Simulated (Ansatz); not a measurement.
# LiC+ (singlet): the correlation ladder at distance C1–Li2 = 2.830 Å, aug-cc-pVTZ

The task here is to estimate one member of a computed series from the others.

Method: aug-cc-pVTZ, core rule «outside noble gas», up to 2 orbitals frozen; program: Ansatz 0.2.0, Gaussian basis.

The runs, in order: UHF; CCSD(T) on RHF; CCSD(T) on UHF; BCCD(T) on RHF; CCSDT(Q) on RHF; CCSDT(Q) on UHF; Full CI.

43 further runs of the same task are left out: 19 for a known fault of the program, 12 that didn't finish, 12 set aside as unsound or not needed. Runs told in other sessions of the task aren't counted.

## What is computed

The geometry derives from a PBE0/def2-TZVP stationary point (not a proven minimum). One bond is set to the value named and the two fragments are kept rigid.

2 atoms, charge 1, spin multiplicity 1.

Atoms are counted from 1 here; the program's logs count them from 0.

No contacts short enough for the rule that draws bonds.

Set-up of the first run:

Contents of in.yaml:

```yaml
crystal:
  periodic: [false, false, false]
  atoms:
    - {symbol: C, position_ang: [0.000000, 0.000000, 0.000000]}
    - {symbol: Li, position_ang: [0.000000, 0.000000, 2.830000]}
basis:
  gaussian: {orbitals: aug-cc-pVTZ}
total_charge: 1
magnetization: {spin_polarized: true, initial_magnetization: 0}
hamiltonian: {xc: hf}
output: {orbitals: {seedname: orbitals}}
```

Run with:

```
> ansatz run in.yaml --threads 1 --pin off --events-out ev --progress --plain --max-ram 2393MiB
```

Steps of the session up to this table: UHF; CCSD(T) on RHF; CCSD(T) on UHF; BCCD(T) on RHF; CCSDT(Q) on RHF; CCSDT(Q) on UHF; Full CI.

One table of the session follows, with a row left open; its other results are not shown here.

```
   method  from FCI (kJ/mol)
      RHF             +326.5
     RMP2              +98.4
    RCCSD                  ?
 RCCSD(T)               +6.0
  BCCD(T)               +6.0
   RCCSDT               +3.7
RCCSDT(Q)               +1.7
      FCI                  0
```

Q: Estimate the row for RCCSD from the others.

The run gave: from FCI (kJ/mol): +15.7. In the column «from FCI (kJ/mol)» it lies between BCCD(T) (+6.0) and RMP2 (+98.4).

Left out of the table: UHF, UMP2, UCCSD, UCCSD(T), UCCSDT, UCCSDT(Q) (another determinant or state than the rows shown). UCCSDT(Q) lies 1.05 eV below the table's zero, so the state tabled may not be the lowest.
